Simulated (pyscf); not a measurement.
**Routes from H₂N–SiH(NH₂)–NH₂**

Candidate steps break at most two bonds and form at most two. Each was searched with GFN2-xTB (tblite) first. Optimised with ωB97X-D3(BJ)/def2-SVP in PySCF. Energies: ωB97M-D3(BJ)/def2-TZVP, kcal/mol, from the reactant's lowest minimum found, singlet surface; ΔG‡ with ideal gas, 1 atm, RRHO with modes under 100 cm⁻¹ raised to 100, one conformer, R ln 2 for chiral ones without a mode under 150 cm⁻¹.

```
products                                type   ΔE‡     ΔE  ΔG‡ 298 K  ΔG‡ 900 K  ν‡ (cm⁻¹)
---------------------------  ---------------  ----  -----  ---------  ---------  ---------
HN=SiH–NH₂ + NH₃                 elimination  50.7  +64.3          –          –      1109i
HN=Si(NH₂)–NH₂ + H₂              elimination  69.3  +51.4       64.7       64.9      1115i
NH₃ + H₂N–Si:–NH₂ [singlet]  1,1-elimination  79.6  +43.6       75.9       73.6      1581i
```

A dash marks a saddle under its separated products, where this table gives no free-energy barrier. Row 1: On the product side the descent ends in an adduct with a N–Si contact, 21.0 kcal/mol under the separated species and 6.2 kcal/mol under the saddle at ωB97X-D3(BJ)/def2-TZVP. Row 3: On the product side the descent ends in an adduct with a N–Si contact, 5.4 kcal/mol under the separated species and 39.4 kcal/mol under the saddle at ωB97X-D3(BJ)/def2-TZVP. 

Plain bond fissions and candidates not yet searched are not listed, and one of them may be faster. Each barrier is that of the saddle found; lower ones may exist.
